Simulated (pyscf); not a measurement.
Elementary routes open to `[OH][PH][OH]` in the gas phase (singlet surface):
A. `[O]=[P][OH]` + `[H][H]` (H–O, H–P broken; H–H formed)
B. `[O]=[PH]` + `[OH2]` (H–O, O–P broken; H–O formed)

Structures and frequencies: ωB97X-D3(BJ)/def2-SVP in PySCF.

Question: Rank the routes by free-energy barrier at 600 K, lowest first, for ωB97M-D3(BJ)/def2-TZVP energies (ideal gas, 1 atm, RRHO with modes under 100 cm⁻¹ raised to 100, one conformer, R ln 2 for chiral ones without a mode under 150 cm⁻¹).

Answer: B (39.4 kcal/mol), A (51.9 kcal/mol)

Route B is the fastest of these, ahead of the next by 12.4 kcal/mol. The most stable products are those of A (ΔG = -14.1 kcal/mol), whose barrier is 12.4 kcal/mol higher: the kinetic and the thermodynamic product differ. At 1200 K B is still the fastest. A: On the reactant side the descent ends in a point that may be a rotor saddle (no frequency run), 1.1 kcal/mol over the lowest minimum found and 57.7 kcal/mol under the saddle at ωB97X-D3(BJ)/def2-TZVP. B: On the product side the descent ends in a bound adduct, 10.0 kcal/mol under the separated species and 11.9 kcal/mol under the saddle at ωB97X-D3(BJ)/def2-TZVP. Only these routes are compared; each barrier is that of the saddle found, and lower ones may exist.
